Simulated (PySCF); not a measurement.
# AlHOF (SMILES [O][AlH][F]) at 3 levels

We compute a comparison of 3 runs (UHF/x2c-SVPall, UHF/x2c-TZVPall, UHF/x2c-TZVPPall) of AlHOF. Input form: a Python script.

The calculation is run with PySCF 2.14.0.

**1. Starting point**

The species is AlHOF (4 atoms), meant as a doublet with charge 0. As SMILES, `[O][AlH][F]`. The coordinates come from a PBE0-D4/def2-TZVP relaxation.

Bond lengths: O1–Al2 1.731 Å, Al2–F3 1.641 Å, Al2–H4 1.564 Å. Angles: O1–Al2–F3 117.5°, O1–Al2–H4 119.2°, F3–Al2–H4 123.3°.

**2. The response to a field at UHF/x2c-SVPall (sfX2C) (run 1)**

Contents of run.py:

```python
# [O][AlH][F]
import numpy
from pyscf import gto
from pyscf.prop.polarizability import uhf

molecule = gto.Mole()
molecule.atom = '''
O   -0.128300  -1.061600   1.299400
Al   0.038200   0.026100  -0.037000
F   -1.126500  -0.010300  -1.192200
H    1.272100   0.985600  -0.090400
'''
molecule.max_memory = 1860
molecule.charge = 0
molecule.basis = 'x2c-svpall'
molecule.spin = 1
molecule.verbose = 4
molecule.build()

mf = molecule.UHF()
mf = mf.x2c()
mf.conv_tol = 1e-10
mf.kernel()
if not mf.converged:
    mf = mf.newton().run(mf.mo_coeff, mf.mo_occ)

energy = mf.e_tot
print('E = %.10f Eh' % energy)
pol = uhf.Polarizability(mf)
alpha = pol.polarizability()
print('isotropic polarizability %.4f bohr^3' % (numpy.trace(alpha) / 3))
alpha_w = pol.polarizability_with_freq(freq=0.0774)
beta = pol.hyper_polarizability()
```

Run with:

```console
$ OMP_NUM_THREADS=1 python run.py
```

The program printed:

```text
PySCF version 2.14.0

[... 124 lines left out ...]
converged SCF energy = -417.211425111793  <S^2> = 0.75564801  2S+1 = 2.0056401
[... 3 lines left out ...]
isotropic polarizability 17.1388 bohr^3
```

Run time: 2.4 s. Hardware: 1 thread of Arm Neoverse V1, shared host; peak memory 0.13 GiB.

**3. The polarisability at UHF/x2c-TZVPall (sfX2C) (run 2)**

Contents of job.py:

```python
import numpy
from pyscf import gto
from pyscf.prop.polarizability import uhf

mol = gto.M(
    atom='''
O       -0.128300      -1.061600       1.299400
Al       0.038200       0.026100      -0.037000
F       -1.126500      -0.010300      -1.192200
H        1.272100       0.985600      -0.090400
''',
    verbose=4,
    basis='x2c-tzvpall',
    max_memory=1860,
    charge=0,
    spin=1,
)

mf = mol.UHF()
mf = mf.sfx2c1e()
mf.conv_tol = 1e-10
mf.kernel()
if not mf.converged:
    mf = mf.newton().run(mf.mo_coeff, mf.mo_occ)

e_tot = mf.e_tot
print(f'total energy: {e_tot:.8f} hartree')
pol = uhf.Polarizability(mf)
alpha = pol.polarizability()
print('isotropic polarizability %.4f bohr^3' % (numpy.trace(alpha) / 3))
alpha_w = pol.polarizability_with_freq(freq=0.0774)
beta = pol.hyper_polarizability()
```

Run with:

```console
$ OMP_NUM_THREADS=1 python job.py
```

The program printed:

```text
PySCF version 2.14.0

[... 128 lines left out ...]
converged SCF energy = -417.53475381523  <S^2> = 0.75750785  2S+1 = 2.0074938
total energy: -417.53475382 hartree
[... 2 lines left out ...]
isotropic polarizability 21.4171 bohr^3
```

Wall time 26 s (1 thread of Arm Neoverse V1, shared host); peak memory 0.26 GiB.

**4. The response to a field at UHF/x2c-TZVPPall (sfX2C) (run 3)**

Contents of input.py:

```python
# [O][AlH][F]
import numpy
from pyscf import gto, scf
from pyscf.prop.polarizability import uhf

mol = gto.M(
    atom=[
    ('O', (-0.128300, -1.061600, 1.299400)),
    ('Al', (0.038200, 0.026100, -0.037000)),
    ('F', (-1.126500, -0.010300, -1.192200)),
    ('H', (1.272100, 0.985600, -0.090400)),
],
    charge=0,
    basis='x2c-tzvppall',
    max_memory=1860,
    verbose=3,
    spin=1,
)

calc0 = scf.UHF(mol)
calc0 = calc0.x2c()
calc0.conv_tol = 1e-10
calc0.kernel()
if not calc0.converged:
    calc0 = calc0.newton().run(calc0.mo_coeff, calc0.mo_occ)

etot = calc0.e_tot
print('Final energy', etot)
pol = uhf.Polarizability(calc0)
alpha = pol.polarizability()
print('isotropic polarizability %.4f bohr^3' % (numpy.trace(alpha) / 3))
alpha_w = pol.polarizability_with_freq(freq=0.0774)
beta = pol.hyper_polarizability()
```

Run with:

```console
$ OMP_NUM_THREADS=1 python input.py
```

The program printed:

```text
converged SCF energy = -417.53514206375  <S^2> = 0.75751044  2S+1 = 2.0074964
Final energy -417.5351420637497
isotropic polarizability 21.5628 bohr^3
```

Wall time 40 s (1 thread of Arm Neoverse V1, shared host); peak memory 0.33 GiB.

**5. Overview of the runs**

```csv
run,level,energy (Eh),dipole moment (D),HOMO energy (eV),LUMO energy (eV),wall time
1,UHF/x2c-SVPall (sfX2C),-417.211425,1.54,-13.36,1.73,2.4 s
2,UHF/x2c-TZVPall (sfX2C),-417.534754,1.50,-13.38,1.37,26 s
3,UHF/x2c-TZVPPall (sfX2C),-417.535142,1.50,-13.38,1.37,40 s
```

**6. What came out**

| quantity | value |
| --- | --- |
| run 3: total energy | -417.53514 Eh |
| run 3: dipole moment | 1.50 D |
| run 3: HOMO energy (highest over α and β) | -13.38 eV |
| run 3: LUMO energy (lowest over α and β) | 1.37 eV |
| run 3: ⟨S²⟩ | 0.758 |
| run 3: mean static polarisability | 21.6 bohr³ |
| run 3: mean polarisability at ω = 0.0774 Eh | 22.0 bohr³ |

What this shows: The dipole moment (its size) runs from 1.50 D (UHF/x2c-TZVPPall) to 1.54 D (UHF/x2c-SVPall). All runs together took 68 s, the longest 40 s.
